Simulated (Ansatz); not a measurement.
Two structures of CH₇AlO, singlet, reached by relaxing down either side of one saddle point (PBE0-D4/def2-TZVP). Energies are electronic, without zero-point energy. Program: Ansatz 0.2.0. Basis: def2-TZVPP and def2-QZVPP. Cores are frozen in the correlated methods. Extrapolation: Hartree–Fock as exp(−7.88 √X), correlation as X^−2.97. First:

```
10
angstrom
Al -0.5895 0.0602 -0.7252
C 0.5921 -1.2662 0.1303
H 0.0113 0.9645 -1.9112
H -2.1598 -0.2223 -0.7433
H 0.1696 1.2782 1.3952
O -0.4306 1.5257 0.6831
H 0.6466 -2.1771 -0.4759
H 1.6233 -0.9154 0.2494
H 0.2275 -1.5813 1.1149
H -0.0907 2.3337 0.2827
```

Second:

| atom | x (Å) | y (Å) | z (Å) |
| --- | --- | --- | --- |
| Al1 | -0.9836 | 0.7229 | -0.7776 |
| C2 | 0.8309 | -1.1676 | 0.5671 |
| H3 | -0.1625 | 0.7305 | -2.1349 |
| H4 | -2.1339 | -0.3048 | -0.4484 |
| H5 | 0.5294 | -0.2485 | 1.0771 |
| O6 | -0.7724 | 1.9947 | 0.3331 |
| H7 | 0.8160 | -1.0547 | -0.5220 |
| H8 | 1.8561 | -1.3962 | 0.8576 |
| H9 | 0.1667 | -1.9794 | 0.8567 |
| H10 | -0.1468 | 2.7030 | 0.1912 |

(1) Which bonds change from the first to the second?

(2) Give the saddle point's structure and its height above each. (Judge from chemistry; the value comes from the calculation.)

T1 diagnostic: at most 0.012.

Results:

(1) CH₅Al ([CH3][AlH2]) + H₂O → AlH₃O ([OH][AlH2]) + CH₄; bonds formed: C2–H5; dative contacts that become bonds: Al1–O6; bonds broken: Al1–C2, H5–O6.

(2) The calculation gives: 18.10 kcal/mol above the first and 36.09 kcal/mol above the second (CCSD(T) at an estimated basis limit (MP2 extrapolated from triple and quadruple zeta, plus CCSD(T) − MP2 in triple zeta)).
```json
{"atom": "Al1", "x (Å)": "-0.7330", "y (Å)": "0.2707", "z (Å)": "-0.7537"}
{"atom": "C2", "x (Å)": "0.5910", "y (Å)": "-0.9419", "z (Å)": "0.3745"}
{"atom": "H3", "x (Å)": "-0.0325", "y (Å)": "0.8002", "z (Å)": "-2.0779"}
{"atom": "H4", "x (Å)": "-2.1852", "y (Å)": "-0.3577", "z (Å)": "-0.7363"}
{"atom": "H5", "x (Å)": "0.2357", "y (Å)": "0.4498", "z (Å)": "0.7512"}
{"atom": "O6", "x (Å)": "-0.4071", "y (Å)": "1.4485", "z (Å)": "0.6732"}
{"atom": "H7", "x (Å)": "0.5865", "y (Å)": "-1.5980", "z (Å)": "-0.5119"}
{"atom": "H8", "x (Å)": "1.6541", "y (Å)": "-0.7759", "z (Å)": "0.5709"}
{"atom": "H9", "x (Å)": "0.1649", "y (Å)": "-1.5299", "z (Å)": "1.1892"}
{"atom": "H10", "x (Å)": "0.1256", "y (Å)": "2.2340", "z (Å)": "0.5208"}
```

The step is the kind of ligand exchange by which a precursor binds to a hydroxyl group, or is hydrolysed, in atomic layer deposition of oxides.

Labels in which every atom is bracketed show which atoms are joined, not bond orders.

For scale, one of the runs: CCSD(T)/def2-TZVPP, 202 basis functions, launched by `ansatz run in.yaml --threads 2 --pin off --events-out ev --progress --plain --max-ram 4352MiB`. Time: 63 s of wall clock on 2 CPU threads of an Arm Neoverse V1; the host was shared. Peak host memory: 2.5 GiB.
